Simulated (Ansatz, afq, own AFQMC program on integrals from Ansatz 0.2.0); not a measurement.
**Where AFQMC and coupled cluster stand for SiGeH2, singlet**

```json
{"atom": "Si", "x (Å)": "0.0000", "y (Å)": "-0.0039", "z (Å)": "1.5661"}
{"atom": "Ge", "x (Å)": "0.0000", "y (Å)": "-0.0238", "z (Å)": "-0.5845"}
{"atom": "H", "x (Å)": "0.0000", "y (Å)": "1.3266", "z (Å)": "0.5226"}
{"atom": "H", "x (Å)": "0.0000", "y (Å)": "0.5003", "z (Å)": "-2.0341"}
```

Connectivity, by distances: Si–GeH, 1 bridging H.

Basis cc-pVTZ. Noble-gas cores (and the filled d shells of Ga–Kr and In–Xe) are frozen. AFQMC by an in-house program on the Cholesky factors that Ansatz 0.2.0 writes for its CCSD(T) run. ph-AFQMC/CISD is guided by a CISD state made of CCSD amplitudes; releasing the constraint for a short imaginary time cuts its bias at the price of noise, slowly where states lie close. Error bars are statistical, one sigma. No spin–orbit coupling.

Determinant: RHF, the one that the program's search chose, which needn't be the lowest solution. The geometry is a PBE0/def2-TZVP stationary point of this or a neighbouring charge and spin state.

No full CI on the walks' own integrals is used here; CCSDT(Q) serves as the reference and is uncertain by about the last step of the cluster series.

Cautions: no relativity below Rb; no spin-orbit coupling; inner d shell frozen; higher spins were not checked; restricted determinant unstable towards unrestricted (UHF 61 meV lower, ⟨S²⟩ 0.35); (T) is large, 6 % of the CCSD correlation.

- T1 diagnostic: 0.0196
- weight of the determinant in the CISD state: 0.833
- size of the correlated space: 10 electrons in 86 orbitals

Reference: CCSDT(Q), correlation energy -7.360 eV. The released energy is read at 2.40 1/Eh (meV from the phaseless value at times in 1/Eh: -6 ± 5 at 0.24, -13 ± 4 at 0.51, -15 ± 4 at 0.99, -26 ± 4 at 1.62, -21 ± 3 at 2.40).

```json
{"level": "HF", "E − E(reference) (kJ/mol)": "710.1", "share of correlation (%)": "0.00"}
{"level": "MP2", "E − E(reference) (kJ/mol)": "119.9", "share of correlation (%)": "83.12"}
{"level": "CCSD", "E − E(reference) (kJ/mol)": "47.2", "share of correlation (%)": "93.35"}
{"level": "CCSD(T)", "E − E(reference) (kJ/mol)": "6.6", "share of correlation (%)": "99.07"}
{"level": "CCSDT", "E − E(reference) (kJ/mol)": "3.6", "share of correlation (%)": "99.49"}
{"level": "ph-AFQMC/HF", "E − E(reference) (kJ/mol)": "0.7 ± 2.4", "share of correlation (%)": "99.91"}
{"level": "ph-AFQMC/CISD", "E − E(reference) (kJ/mol)": "2.8 ± 0.5", "share of correlation (%)": "99.61"}
{"level": "released AFQMC", "E − E(reference) (kJ/mol)": "0.7 ± 0.3", "share of correlation (%)": "99.90"}
```

A walk keeps the symmetry of its determinant, which the program's search chose and which needn't be the lowest solution, so a lower state of the same spin and another symmetry isn't excluded. Released energies are given only where the last usable release times agree within the noise; a slower fall can still hide under it.
